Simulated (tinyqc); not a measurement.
Born-Oppenheimer dynamics on the UHF/sto-6g surface (energies and gradients from PySCF), for H2O+, spin multiplicity 2, step by step. One step of it, computed by the program tinyqc.

Task: Velocity Verlet step 1. dt = 0.5 fs = 20.6707 atomic units; x' = x + v dt - g dt^2 / (2m); after the new gradient g', v' = v - (g + g') dt / (2m).

positions (bohr):
```
,x,y,z
1O,0.000000,0.026456,0.037795
2H,-0.051023,1.394618,0.929745
3H,-0.075589,-1.449420,0.952422
```

velocities (bohr per atomic time unit):
```
,x,y,z
1O,0.000036652,0.000032623,0.000052488
2H,-0.000225348,-0.000514377,-0.000476512
3H,-0.000356348,-0.000003377,-0.000356512
```

gradient (hartree/bohr):
```
,x,y,z
1O,-0.01515052,0.10149042,0.22946061
2H,0.00858615,-0.22846266,-0.14989272
3H,0.00656437,0.12697224,-0.07956789
```

masses (electron masses): 1O 29156.946388, 2H 1837.152588, 3H 1837.152588

gradient after step 1 (hartree/bohr):
```
,x,y,z
1O,-0.01549671,0.09286719,0.21016121
2H,0.00881202,-0.20794045,-0.13737043
3H,0.00668469,0.11507326,-0.07279077
```

Give: positions after step 1; velocities after step 1.

Result:

positions after step 1 (bohr):
```
,x,y,z
1O,0.0009,0.0264,0.0372
2H,-0.0567,1.4106,0.9373
3H,-0.0837,-1.4643,0.9543
```

velocities after step 1 (bohr per atomic time unit):
```
,x,y,z
1O,0.0000475,-0.0000363,-0.0001033
2H,-0.0003232,0.0019407,0.0011396
3H,-0.0004309,-0.0013651,0.0005006
```
